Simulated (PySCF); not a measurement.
## How methods differ on the electron affinity of B

B⁻ [He] 2s2 2p2 (3P) → B [He] 2s2 2p1 (2P), as a difference of total energies. Calculation: PySCF 2.14, in aug-cc-pV5Z (7s6p5d4f3g2h, 127 functions); the non-relativistic Hamiltonian (point nucleus). Correlated levels: valence: 1s2 frozen. The calculations carry no spin-orbit coupling.

| method | electron affinity (eV) |
| --- | --- |
| UHF | -0.304 |
| MP2 (valence) | 0.233 |
| SCS-MP2 (valence) | 0.083 |
| CCSD (valence) | 0.180 |
| CCSD(T) (valence) | 0.250 |

Errors of the correlated levels include the incompleteness of this basis and the frozen core.

A negative affinity means that the anion lies above the atom at that level of theory.

For comparison: 0.280 eV (measured; photodetachment measurements, as compiled on the Wikipedia data page of electron affinities).
